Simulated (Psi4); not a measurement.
**H2NO (SMILES N[O]): levels of theory compared**

Aim: a comparison of 4 runs (UHF/Sadlej-LPol-ds, UB3LYP/6-31G*, OREMP2/6-31G**) of H2NO. 

The calculation is run with Psi4 1.11.

2 further runs of the same task are left out: 2 set aside as unsound or not needed.

**1. The molecule**

H2NO has 4 atoms, charge 0, and is taken as a doublet. As SMILES, `N[O]`. Geometry: relaxed at GFN2-xTB.

Bond lengths: N1–O2 1.277 Å, N1–H3 1.017 Å, N1–H4 1.017 Å. Angles: O2–N1–H3 118.4°, O2–N1–H4 118.4°, H3–N1–H4 119.4°.

**2. The energy at UHF/Sadlej-LPol-ds (sfX2C) (run 1)**

input.dat reads:

```
memory 1600 mb

molecule geom {
  0 2
  N     -0.02855376     0.07768664    -0.20324004
  O      1.51996341     0.67506686     1.54919748
  H     -1.83002968     0.73795695    -0.09465638
  H      0.33862002    -1.49071045    -1.25130105
  units bohr
  symmetry c1
}

set globals {
  reference    uhf
  scf_type     pk
  df_scf_guess false
  relativistic x2c
}

energy('scf/Sadlej-LPol-ds')
print_variables()
```

Run with:

```bash
psi4 input.dat output.dat -n 1
```

output.dat:

```text
[...]
  Running in c1 symmetry.
[...]
  Nuclear repulsion =   35.074734173896545
[...]
  Multiplicity = 2
[...]
  Nalpha       = 9
  Nbeta        = 8
[...]
    Number of basis functions: 98
[...]
    WARNING: The X2C and Dirac Hamiltonians have substatially different eigenvalues!
             This is probably caused by the recontraction of the basis set.
[...]
   @UHF iter   1:  -130.45938754246225   -6.47180e-01   3.62892e-03 ADIIS/DIIS
[...]
   @UHF iter  11:  -130.53116694099461   -1.63227e-07   9.97118e-07 DIIS
[...]
   @S^2 Observed:                7.693541395E-01
[...]
  @UHF Final Energy:  -130.53116694099461
   => Energetics <=
    Nuclear Repulsion Energy =             35.0747341738965446
    One-Electron Energy =                -248.3503922860087698
    Two-Electron Energy =                  82.7444911711176303
    Total Energy =                       -130.5311669409946091
  UHF NO Occupations:
  HONO-2 :    7  A 1.9984560
  HONO-1 :    8  A 1.9931110
[...]
 Multipole Moments:
 ------------------------------------------------------------------------------------
     Multipole            Electronic (a.u.)      Nuclear  (a.u.)        Total (a.u.)
 ------------------------------------------------------------------------------------
 L = 1.  Multiply by 2.5417464519 to convert [e a0] to [Debye]
 Dipole X            :          0.6593960           -1.4311632           -0.7717671
 Dipole Y            :          0.2973550           -0.7170301           -0.4196751
 Dipole Z            :          0.6634080           -1.3018292           -0.6384212
 Magnitude           :                                                    1.0859712
[...]
```

It took 30 s on 1 thread of AMD EPYC 7R43 (Zen 3), shared host; peak memory 0.42 GiB.

**3. Energy and gradient at UB3LYP/6-31G(d) (spherical functions) (run 2)**

h2no.xyz reads:

```xyz
4
H2NO
N     -0.015110     0.041110    -0.107550
O      0.804330     0.357230     0.819800
H     -0.968410     0.390510    -0.050090
H      0.179190    -0.788850    -0.662160
```

run_ase.py reads:

```python
import numpy as np
from ase.calculators.psi4 import Psi4
from ase.io import read

mol = read('h2no.xyz')
calc = Psi4(atoms=mol, method='b3lyp', basis='6-31G*', memory='1600MB', num_threads=1, charge=0, multiplicity=2, label='calc', reference='uks')
calc.psi4.set_options({'puream': True, 'e_convergence': 1e-09, 'd_convergence': 1e-08, 'scf_type': 'pk', 'dft_radial_points': 99, 'dft_spherical_points': 590, 'maxiter': 200})
mol.calc = calc

forces = mol.get_forces()
print(f'energy: {mol.get_potential_energy():.6f} eV')
print('forces / eV A^-1')
print(np.round(forces, 5))
```

Run with:

```bash
python run_ase.py
```

calc.dat:

```text
[...]
  Running in c1 symmetry.
[...]
  Nuclear repulsion =   35.074734111223819
[...]
  Multiplicity = 2
[...]
  Nalpha       = 9
  Nbeta        = 8
[...]
    Number of basis functions: 32
[...]
   @UKS iter   1:  -130.97941595406778   -2.45774e-01   1.45357e-02 DIIS/ADIIS
[...]
   @UKS iter  12:  -131.07989144572736   -1.42109e-13   5.78046e-09 DIIS
[...]
   @S^2 Observed:                7.530147090E-01
[...]
  @UKS Final Energy:  -131.07989144572736
   => Energetics <=
    Nuclear Repulsion Energy =             35.0747341112238189
    One-Electron Energy =                -248.5080042411296404
    Two-Electron Energy =                  95.4652155942956853
    DFT Exchange-Correlation Energy =     -13.1118369101172121
    Empirical Dispersion Energy =           0.0000000000000000
    VV10 Nonlocal Energy =                  0.0000000000000000
    Total Energy =                       -131.0798914457273554
[...]
  -Total Gradient:
     Atom            X                  Y                   Z
    ------   -----------------  -----------------  -----------------
       1       -0.002208267211    -0.002497860109     0.000679479042
       2       -0.003913028847    -0.001465141022    -0.004508568072
       3        0.003720367103     0.001306316665     0.001565149278
       4        0.002400936635     0.002656766058     0.002263797157
[...]
```

The script printed:

```text
energy: -3566.865526 eV
forces / eV A^-1
[[ 0.11355  0.12845 -0.03494]
 [ 0.20122  0.07534  0.23184]
 [-0.19131 -0.06717 -0.08048]
 [-0.12346 -0.13662 -0.11641]]
```

Run time: 12 s. Hardware: 1 thread of AMD EPYC 7R43 (Zen 3), shared host; peak memory 0.44 GiB.

Run 3 isn't shown in full; the table further down has it.

**4. The energy at OREMP2/6-31G(d,p) (fitted SCF, Cartesian functions) (run 4)**

job.json reads:

```json
{
  "schema_name": "qcschema_input",
  "schema_version": 1,
  "molecule": {
    "schema_name": "qcschema_molecule",
    "schema_version": 2,
    "symbols": ["N", "O", "H", "H"],
    "geometry": [-0.02855376, 0.07768664, -0.20324004, 1.51996341, 0.67506686, 1.54919748, -1.83002968, 0.73795695, -0.09465638, 0.33862002, -1.49071045, -1.25130105],
    "molecular_charge": 0,
    "molecular_multiplicity": 2
  },
  "driver": "energy",
  "model": {
    "method": "oremp2",
    "basis": "6-31G**"
  },
  "keywords": {
    "reference": "uhf",
    "cc_type": "conv",
    "diis_max_vecs": 8
  }
}
```

Run with:

```bash
psi4 --qcschema job.json -n 1 --memory 1600MB
```

stdout:

```text
[...]
  Running in c1 symmetry.
[...]
  Nuclear repulsion =   35.074734173896545
[...]
  Multiplicity = 2
[...]
  Nalpha       = 9
  Nbeta        = 8
[...]
    Number of basis functions: 40
[...]
   @UHF iter   1:  -130.31834653732417   -5.89364e-01   9.12207e-03 ADIIS/DIIS
[...]
   @UHF iter  18:  -130.39620272329108   -5.68434e-13   3.89556e-09 DIIS
[...]
   @S^2 Observed:                7.622855578E-01
[...]
  @UHF Final Energy:  -130.39620272329108
   => Energetics <=
    Nuclear Repulsion Energy =             35.0747341738965446
    One-Electron Energy =                -248.2400792602076081
    Two-Electron Energy =                  82.7691423630199665
    Total Energy =                       -130.3962027232910827
  UHF NO Occupations:
  HONO-2 :    7  A 1.9986791
  HONO-1 :    8  A 1.9960833
[...]
 Multipole Moments:
 ------------------------------------------------------------------------------------
     Multipole            Electronic (a.u.)      Nuclear  (a.u.)        Total (a.u.)
 ------------------------------------------------------------------------------------
 L = 1.  Multiply by 2.5417464519 to convert [e a0] to [Debye]
 Dipole X            :          0.6318700           -1.4311632           -0.7992931
 Dipole Y            :          0.2754750           -0.7170301           -0.4415551
 Dipole Z            :          0.6539584           -1.3018292           -0.6478708
 Magnitude           :                                                    1.1196325
[...]
	SCS-MP2 Total Energy (a.u.)        :  -130.72178617500509
	SOS-MP2 Total Energy (a.u.)        :  -130.71732015174118
	SCSN-MP2 Total Energy (a.u.)       :  -130.55020640475661
[...]
	SOS-PI-MP2 Total Energy (a.u.)     :  -130.74202149239116
[...]
	MP2 Total Energy (a.u.)            :  -130.73071822153292
[...]
```

The result, in JSON:

```text
{
 "driver": "energy",
 "model": {
  "method": "oremp2",
  "basis": "6-31G**"
 },
 "success": true,
 "return_result": -130.75368047648976,
 "properties": {
  "calcinfo_nbasis": 40,
  "calcinfo_nmo": 40,
  "calcinfo_nalpha": 9,
  "calcinfo_nbeta": 8,
  "calcinfo_natom": 4,
  "nuclear_repulsion_energy": 35.074734173896545,
  "return_energy": -130.75368047648976,
  "scf_one_electron_energy": -248.2400792602076,
  "scf_two_electron_energy": 82.76914236301997,
  "scf_dipole_moment": [-0.7992931239138791, -0.441555127778262, -0.6478708273174703],
  "scf_total_energy": -130.39620272329108,
  "scf_iterations": 18,
  "mp2_same_spin_correlation_energy": -0.08750209174178078,
  "mp2_opposite_spin_correlation_energy": -0.2470134065000651,
  "mp2_singles_energy": 0.0,
  "mp2_doubles_energy": -0.3345154982418459,
  "mp2_correlation_energy": -0.3345154982418421,
  "mp2_total_energy": -130.73071822153292
 }
}
```

It took 16 s on 1 thread of AMD EPYC 7R43 (Zen 3), shared host; peak memory 0.2 GiB.

**5. Overview of the runs**

```
run                                             level      task         integration grid  energy (Eh)  dipole moment (D)  HOMO energy (eV)  LUMO energy (eV)  wall time
  1                        UHF/Sadlej-LPol-ds (sfX2C)    energy                        –  -130.531167               2.76            -11.38              0.76       30 s
  2               UB3LYP/6-31G* (spherical functions)  gradient  99 radial × 590 angular  -131.079891               2.99             -5.82             -1.31       12 s
  3               UB3LYP/6-31G* (Cartesian functions)    energy  99 radial × 590 angular  -131.082692               3.00             -5.84             -1.33       12 s
  4  OREMP2/6-31G** (fitted SCF, Cartesian functions)    energy                        –  -130.753680                  –            -11.09              4.78       16 s
```

**6. Outcome**

| quantity | value |
| --- | --- |
| run 4: total energy | -130.75368 Eh |
| run 4: HOMO energy (Hartree–Fock orbitals) (highest over α and β) | -11.09 eV |
| run 4: LUMO energy (Hartree–Fock orbitals) (lowest over α and β) | 4.78 eV |
| run 4: correlation energy | -357.5 mEh |
| run 4: ⟨S²⟩ of the reference determinant | 0.762 |

What this shows: Over runs 1, 2, 3 the dipole moment (its size) runs from 2.76 D (UHF/Sadlej-LPol-ds) to 3.00 D (UB3LYP/6-31G*). The two ends differ in method and basis and Hamiltonian. All runs together took 70 s, the longest 30 s.
